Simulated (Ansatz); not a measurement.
Al₂B⁺, relaxed as a triplet with UKS r2SCAN-D4/def2-TZVP in Ansatz, starting from the r2SCAN-D4/def2-TZVP geometry of the charge +1 singlet. Force threshold 0.02 eV/Å.

The structure comes from a short search, and lower isomers may exist.

Start:

Cartesian coordinates in Å:
```
B 0.619 -0.380 -0.773
Al 0.619 0.000 1.224
Al -1.239 0.379 -0.451
```

```json
{"step": "1", "energy (eV)": "-13856.9485", "largest force component (eV/Å)": "0.998", "SCF passes": "52"}
{"step": "2", "energy (eV)": "-13857.0211", "largest force component (eV/Å)": "0.429", "SCF passes": "54"}
{"step": "3", "energy (eV)": "-13857.0417", "largest force component (eV/Å)": "0.045", "SCF passes": "66"}
{"step": "4", "energy (eV)": "-13857.0420", "largest force component (eV/Å)": "0.001", "SCF passes": "73"}
```

Force components are those of the run's own axes.

End:

Cartesian coordinates in Å:
```
B 0.622 -0.381 -0.776
Al 0.694 -0.015 1.294
Al -1.316 0.396 -0.518
```

By distances, no bond broke or formed. The bond that changes most is Al2–Al3, from 2.53 to 2.74 Å (atoms count from 1).

No frequencies were taken in this run, so the end may be a saddle point.

Run time 16 s (4 threads of Arm Neoverse V2 on a shared host).
